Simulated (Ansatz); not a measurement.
Reaction: C3H8O2 (dimethoxymethane, SMILES COCOC) → CH3O (SMILES C[O], doublet) + C2H5O (SMILES [CH2]OC, doublet) (the C-O bond breaks)
Each species at its own B3LYP-D3(BJ)/def2-TZVP minimum (Ansatz, an electronic-structure program), one conformer.

Property: bond dissociation energy (electronic), in kJ/mol. Radicals and triplets start from unrestricted determinants; spin-orbit coupling is neglected. Cores are frozen in correlated methods. Rows without X2C or -DK are non-relativistic. CBS(X,Y): correlation extrapolated as X^-3, Hartree-Fock from the larger set. A bracket is a step between two methods taken in the basis named. '+ core + X2C': CCSD(T) terms for core correlation (cc-pwCVTZ) and scalar relativity (cc-pVTZ-DK).

```tsv
level	program	bond dissociation energy (kJ/mol)
CCSD(T)/CBS(cc-pVTZ,cc-pVQZ)	Ansatz	388.2
```

Q: What does CCSD(T)/CBS(cc-pVTZ,cc-pVQZ) + [CCSDT(Q) - CCSD(T)]/cc-pVDZ + core + X2C (Ansatz) give?

A: 387.5 kJ/mol; the difference of CCSD(T)/CBS(cc-pVTZ,cc-pVQZ) is 0.7 kJ/mol.
